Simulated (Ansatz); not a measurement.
Calculated with Ansatz (gas phase, PBE0-D4/def2-TZVP geometries, no zero-point term in ΔE). CCSD(T)/CBS is the MP2 limit (def2-TZVPP, def2-QZVPP) plus CCSD(T) − MP2 in def2-TZVPP, frozen cores. This one scheme is used for every species. Functionals use def2-TZVPP. Each species was taken in one conformer, which may not be the lowest.

Reaction (formal exchange of groups at the Si–N bond): `B[SiH2]N` + `C[SiH3]` → `B[SiH2][SiH3]` + CH₃NH₂

```
          level  ΔE (kJ/mol)
        BLYP-D4        103.4
     r2SCANh-D4        108.1
          BHLYP        118.6
CCSD/def2-TZVPP        113.2
```

(1) What does CCSD(T)/CBS give? (Estimate.)

Largest T1 diagnostic among the species: 0.014.

Results:

(1) The calculation gave: +113.3 kJ/mol. The listed levels differ from it by -9.9, -5.2, 5.3, -0.1 kJ/mol.

From PBE to PBE0 (25 % exact exchange), in def2-TZVPP and without D4, ΔE moves by +7.5 kJ/mol. At CCSD(T), def2-SVP lies −22.9 kJ/mol from the extrapolated value and def2-TZVPP −2.7 kJ/mol.
